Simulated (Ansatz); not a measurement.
TA phonon frequency at L of rock-salt SnTe (cubic form, which distorts at low temperature) at several levels of theory

No measured value is used here.

```tsv
level (code)	value (cm⁻¹)	cell (Å³/atom)
LDA (Ansatz)	…	30.30
PBE (Ansatz)	79	31.49
PBEsol (Ansatz)	79	31.08
PBEsol+SOC (Ansatz)	…	31.09
r²SCAN (Ansatz)	72	32.33
HSE06 (Ansatz)	73	32.16
```

Problem. Complete the blanks.

Solution. 
- LDA (Ansatz, a first-principles code), value (cm⁻¹): 81
- PBEsol+SOC (Ansatz), value (cm⁻¹): 78

LDA, PBE, PBEsol, PBEsol+SOC, r²SCAN, HSE06: symmetry holds this phase in the static calculation, where it need not be a minimum. PBE: the solid has no gap at this level, which affects its response. Values are at the level's own relaxed cell; PBE at the measured cell. Cutoffs and k meshes differ between the levels. Ansatz's density-functional and Hartree–Fock values are scalar-relativistic unless marked +SOC, with PAW data made under PBE.
